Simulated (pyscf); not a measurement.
## Routes from HO–AlH₂ + H₂

Candidate steps break at most two bonds and form at most two. Each was searched with GFN2-xTB (tblite) first. Optimised with ωB97X-D3(BJ)/def2-SVP in PySCF. Energies: ωB97M-D3(BJ)/def2-TZVP, eV, from the separated reactants, singlet surface; ΔG‡ with ideal gas, 1 atm, RRHO with modes under 100 cm⁻¹ raised to 100, one conformer, R ln 2 for chiral ones without a mode under 150 cm⁻¹.

| products | type | ΔE‡ | ΔE | ΔG‡ 298 K | ΔG‡ 900 K | ν‡ (cm⁻¹) |
|---|---|---|---|---|---|---|
| AlH₃ + H₂O | four-centre exchange | 1.04 | +1.30 | – | – | 1309i |
| HO–AlH₂ + H₂ | four-centre exchange (Al–H, H–H broken, Al–H, H–H formed) | 1.15 | 0.00 | 1.54 | 2.30 | 1401i |
| HO–AlH₂ + H₂ | four-centre exchange (H–O, H–H broken, H–O, H–H formed) | 2.95 | 0.00 | 3.19 | 3.91 | 2780i |

A dash marks a saddle under its separated products, where this table gives no free-energy barrier. Row 1: On the product side the descent ends in an adduct with a Al–O contact, 0.98 eV under the separated species and 0.68 eV under the saddle at ωB97X-D3(BJ)/def2-TZVP. 

Plain bond fissions and candidates not yet searched are not listed, and one of them may be faster. Each barrier is that of the saddle found; lower ones may exist.
